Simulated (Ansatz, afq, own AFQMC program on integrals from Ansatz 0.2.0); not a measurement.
**AFQMC, coupled cluster and functionals along a coordinate of HBr + CH2, triplet**

```xyz
5

Br   -0.4922    0.0000    0.0000
H     0.9284    0.0000    0.0000
C     2.6778    0.0000    0.0000
H     3.0922    0.0000    0.9962
H     3.0922    0.0000   -0.9962
```

A hydrogen atom is moved from one rigid fragment to the other; the Br1–H2 distance tells how far. The two fragments are held close together, so this isn't a minimum-energy path and the start is a compressed complex. Energies in kJ/mol count from this geometry (1.421 Å) at the same level; the start stands on UHF, each point on the determinant named.

Basis cc-pVTZ. Only valence electrons are correlated. Integrals, coupled cluster, full CI and functionals: Ansatz 0.2.0; the random walks run on the same integrals in our own AFQMC program. The CISD trial takes its coefficients from CCSD amplitudes. Released means that phaseless walkers are propagated on without the constraint, phases kept. Uncertainties: one standard error, sampling alone. No spin–orbit coupling.

Cautions, each for one point or more: inner d shell frozen; lower spins were not checked; no relativity below Rb; no spin-orbit coupling; the ph-AFQMC/CISD walk drifts between its halves; unrestricted determinant slightly spin contaminated.

```csv
r(Br1–H2) / Å,det.,T1,weight,⟨S²⟩,r2SCAN,PBE0,CCSD(T)
1.609,UHF,0.016,0.86,2.06,-10.4,-9.7,-0.6
1.703,UHF,0.017,0.86,2.08,-16.9,-16.3,-4.9
1.797,UHF,0.016,0.86,2.08,-29.8,-30.0,-19.6
1.892,UHF,0.014,0.87,2.06,-47.3,-49.0,-42.6
2.080,UHF,0.010,0.88,2.03,-67.6,-72.3,-76.5
```

(1) Estimate the curve of phaseless AFQMC with a CISD trial, counted from the same start.

Results:

(1) 
```json
{"r(Br1–H2) / Å": "1.609", "det.": "UHF", "T1": "0.016", "weight": "0.86", "⟨S²⟩": "2.06", "ph-AFQMC/CISD": "-0.6 ± 0.8", "released AFQMC": "1.3 ± 1.3"}
{"r(Br1–H2) / Å": "1.703", "det.": "UHF", "T1": "0.017", "weight": "0.86", "⟨S²⟩": "2.08", "ph-AFQMC/CISD": "-5.2 ± 0.8", "released AFQMC": "-7.2 ± 1.3"}
{"r(Br1–H2) / Å": "1.797", "det.": "UHF", "T1": "0.016", "weight": "0.86", "⟨S²⟩": "2.08", "ph-AFQMC/CISD": "-20.6 ± 0.8", "released AFQMC": "-19.0 ± 1.3"}
{"r(Br1–H2) / Å": "1.892", "det.": "UHF", "T1": "0.014", "weight": "0.87", "⟨S²⟩": "2.06", "ph-AFQMC/CISD": "-41.9 ± 0.8", "released AFQMC": "–"}
{"r(Br1–H2) / Å": "2.080", "det.": "UHF", "T1": "0.010", "weight": "0.88", "⟨S²⟩": "2.03", "ph-AFQMC/CISD": "-76.1 ± 0.8", "released AFQMC": "-75.5 ± 1.3"}
```

Weight is that of the determinant in the CISD state; at the start T1 is 0.011 and the weight 0.87, and ⟨S²⟩ is 2.02. A dash marks a missing value, a released energy that hasn't settled or a functional that sits on another state. Largest departures from phaseless AFQMC with a CISD trial: CCSD(T) 1.0 kJ/mol at 1.797 (on UHF) (within the noise), released AFQMC -2.0 kJ/mol at 1.703 (on UHF) (within the noise), r2SCAN -11.7 kJ/mol at 1.703, PBE0 -11.1 kJ/mol at 1.703. The walk's constraint bias lies outside its error bars, so these are departures and not errors. Functionals count only at points shown to share the start's state and spin.

A walk keeps the symmetry of its determinant, which the program's search chose and which needn't be the lowest solution, so a lower state of the same spin and another symmetry isn't excluded. Released energies are given only where the last usable release times agree within the noise; a slower fall can still hide under it.
